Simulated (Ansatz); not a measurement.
# SiNH3 (singlet): from Hartree-Fock to the top rungs at distance Si1–H3 = 1.658 Å, cc-pVDZ

How much of the correlation energy of SiNH3 (singlet) does each wave-function method recover here?

The runs use Ansatz 0.2.0, Gaussian basis; cc-pVDZ, core rule «outside noble gas», up to 6 orbitals frozen.

Plan: UHF; CCSD(T) on RHF; BCCD(T) on RHF; CISD; CCSDT(Q) on RHF; CASSCF and MRCISD+Q, 2 electrons in 2 orbitals; CASSCF and NEVPT2, 2 electrons in 2 orbitals.

27 further runs of the same task are left out: 2 for a known fault of the program, 17 that didn't finish, 8 set aside as unsound or not needed.

## 1. The system

The geometry derives from a PBE0/def2-TZVP stationary point (not a proven minimum). One bond is set to the value named and the two fragments are kept rigid.

5 atoms, charge 0, spin multiplicity 1.

Atoms are counted from 1 here; the program's logs count them from 0.

Bond lengths: Si1–N2 1.707 Å, Si1–H3 1.658 Å, N2–H4 1.008 Å, N2–H5 1.008 Å. Angles: N2–Si1–H3 94.1°, Si1–N2–H4 126.3°, Si1–N2–H5 121.7°, H4–N2–H5 112.0°.

## 2. UHF

File in.yaml:

```yaml
crystal:
  periodic: [false, false, false]
  atoms:
    - {symbol: Si, position_ang: [0.000000, -0.083903, 0.624157]}
    - {symbol: N, position_ang: [0.000000, 0.046627, -1.077873]}
    - {symbol: H, position_ang: [0.000000, 1.555965, 0.868691]}
    - {symbol: H, position_ang: [0.000000, 0.902419, -1.610504]}
    - {symbol: H, position_ang: [0.000000, -0.768444, -1.671365]}
basis:
  gaussian: {orbitals: cc-pVDZ}
magnetization: {spin_polarized: true, initial_magnetization: 0}
hamiltonian: {xc: hf}
output: {orbitals: {seedname: orbitals}}
```

Run with:

```bash
> ansatz run in.yaml --threads 1 --pin off --events-out ev --progress --plain --max-ram 2393MiB
```

Further steps of the session: CCSD(T) on RHF; BCCD(T) on RHF; CISD; CCSDT(Q) on RHF; CASSCF and MRCISD+Q, 2 electrons in 2 orbitals; CASSCF and NEVPT2, 2 electrons in 2 orbitals.

**Question.** What will the summary of the whole plan be? Wanted: RCCSDT(Q) below the RHF energy; RMP2 from RCCSDT(Q); RCCSD from RCCSDT(Q); RCCSD(T) from RCCSDT(Q); NEVPT2 pair from RCCSDT(Q); MRCISD+Q pair from RCCSDT(Q); T1 diagnostic.

As calculated:

| quantity | value |
| --- | --- |
| RCCSDT(Q) below the RHF energy | -8.1987 eV |
| RMP2 from RCCSDT(Q) | +25.11 kcal/mol |
| RCCSD from RCCSDT(Q) | +6.13 kcal/mol |
| RCCSD(T) from RCCSDT(Q) | +0.96 kcal/mol |
| NEVPT2 pair from RCCSDT(Q) | +26.07 kcal/mol |
| MRCISD+Q pair from RCCSDT(Q) | +3.45 kcal/mol |
| levels within 1 kcal/mol (43 meV) | RCCSD(T), BCCD(T), RCCSDT |
| T1 diagnostic | 0.018 |

**Reading.** RCCSD(T) misses by +0.96 kcal/mol, 0.5 % of the correlation energy. Of the multireference levels listed MRCISD+Q pair comes nearest in total energy (+3.45 kcal/mol), which doesn't show that its space is the better one. These misses are within one basis, not against nature.
